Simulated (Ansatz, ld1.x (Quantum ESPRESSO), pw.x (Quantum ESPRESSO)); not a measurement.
# From atom to crystal: TM potential for tantalum (Ta)

```json
{"Element": "Ta", "Generator": "ld1.x (Quantum ESPRESSO) 7.5", "Type": "norm-conserving Troullier–Martins (Kleinman–Bylander form)", "Functional": "PBEsol", "Relativity": "scalar-relativistic", "Frozen core": "[Xe] 4f14", "Valence charge": "5", "Reference configuration": "5d3 6s2 6p0", "Partial waves": "6p (bound, empty): rc 3.45 bohr; 5d (bound): rc 2.15 bohr; 6s (bound): rc 2.80 bohr", "Local potential": "the s channel", "Core correction": "Bessel-smoothed model core inside 2.00 bohr"}
```

Atomic tests: cutoffs needed: 30 Ry and 35 Ry (the cutoffs (Ry, on a coarse ladder) from which the occupation-weighted sum of valence levels, in a spherical-Bessel basis at the reference potential, stays within 10 and 1 mRy of its value at 400 Ry); ghost test: no extra level below or beside the all-electron valence levels (p, d, s, f tested) (spherical-Bessel basis up to 400 Ry, 20 bohr box); largest excitation error: -236 meV (all-electron minus pseudo) for 5d2 6s0 6p0, out of 7 test configurations.

Crystal test: diamond Ta in pw.x 7.5, no spin, 8³ k-points, Fermi–Dirac smearing 0.01 Ry, cutoffs 50/200 Ry. The reference is all-electron LAPW (Ansatz 0.2.0) with the same functional, mesh and smearing; V0 and B0 come from Birch–Murnaghan fits to the pressures at five volumes. Errors are pseudo minus all-electron; Δ is the rms difference of the E(V) curves that follow from these fits, minima aligned, over ±6 % about the mean V0. Mesh and smearing are coarse, so the numbers serve the comparison and aren't converged zero-temperature values; the lattice is a test structure that the element need not adopt.

All-electron: a0 = 6.006 Å (V0 = 27.08 Å³/atom), B0 = 74.4 GPa.

Task: How far does the potential miss the all-electron equation of state?

Result: mean pressure error (GPa): +1.87; a0 (Å): 6.055; a0 error (%): +0.82; B0 error (%): -1.3; Δ (meV/atom): 10.8. The largest radius (3.45 bohr) exceeds half the bond length (2.46 bohr), so the spheres overlap, which is one possible source of error among others. This is a poor potential for the solid.

```
V (Å³/atom)  P all-electron (GPa)  P pseudo (GPa)
     25.755                  4.05            6.17
     26.432                  1.87            3.86
     27.110                 -0.09            1.78
     27.788                 -1.84           -0.10
     28.465                 -3.42           -1.79
```

Task: At the middle volume, how do free energy and pressure move when the wave cutoff is lowered (ecutrho kept at four times it)?

Result:

```json
{"cutoff (Ry)": "22", "shift of F (meV/atom)": "+392.2", "shift of P (GPa)": "-11.04"}
{"cutoff (Ry)": "30", "shift of F (meV/atom)": "+17.0", "shift of P (GPa)": "-0.90"}
{"cutoff (Ry)": "40", "shift of F (meV/atom)": "+1.3", "shift of P (GPa)": "+0.02"}
```

The run at the middle volume (29 k-points, 19 iterations) took about 24 s on one core of a shared host (Neoverse-V1, 32 threads, 247 GiB, load 24).
